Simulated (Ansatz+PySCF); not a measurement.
Values are calculated unless marked as measured or tabulated.
**Several solutions for singlet C2**

```xyz
2

C     0.0285   -0.0018   -0.5870
C    -0.0236   -0.0291    0.5949
```

Basis set: def2-SVP (spherical functions). Charge 0, multiplicity 1.

UHF was run from several starts with Ansatz (development build ahead of 0.2.0) and PySCF 2.14.0.

```tsv
run	program	start	converged	energy (hartree)	<S²>
A	Ansatz	atomic start, no search	yes	-75.30249	0.00
B	PySCF	guess 1e, instabilities followed	yes	-75.43271	1.51
C	Ansatz	search for the lowest state	yes	-75.43271	1.51
D	PySCF	guess atom, instabilities followed	yes	-75.43271	1.51
E	PySCF	guess huckel, instabilities followed	yes	-75.43271	1.51
F	Ansatz	stability test followed	yes	-75.43271	1.51
G	PySCF	program defaults	yes	-75.30249	0.00
H	PySCF	guess minao, instabilities followed	yes	-75.43271	1.51
```

Which runs reached the lowest solution of this kind, and what is wrong with the others?

B, C, D, E, F, H reached the lowest solution found. Converged but too high: A by 3.54 eV, G by 3.54 eV. Convergence only shows a stationary point, and even a stable one can lie too high; stability tests and further starts are what find lower ones. Caution: the unrestricted determinant is a mixture of spin states. Caution: the determinant breaks the point group.
